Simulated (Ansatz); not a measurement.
We consider chalcopyrite CdGeAs₂, described by LDA (Ansatz, an electronic-structure program, plane waves, PAW).

Settings: plane-wave cutoff 500 eV, 10×10×10 k mesh, Fermi–Dirac smearing 0.05 eV, scalar-relativistic PAW data made under PBE.

Computed at the level's own relaxed cell.

### Question
Estimate the equilibrium volume per atom, lattice parameter a and lattice parameter c that the calculation returns.

### Answer

equilibrium volume per atom: 24.21 Å³/atom
lattice parameter a: 5.873 Å
lattice parameter c: 11.229 Å

The run finds no gap.

Measured, for comparison: lattice constant a 5.943 Å, lattice parameter c 11.216 Å (298 K, not corrected to a static lattice; as tabulated in Abstract on Scilit: Piezoelectric nonlinear optic CuGaSe2 and CdGeAs2: Crystal …). Computed (rounded) less measured: lattice constant a -1.2 %, lattice parameter c +0.1 %. A static lattice is as a rule a little smaller and stiffer than an uncorrected measurement, which narrows the difference in the lattice constant a and would widen misses of the other sign.

Computed values are for the static lattice.
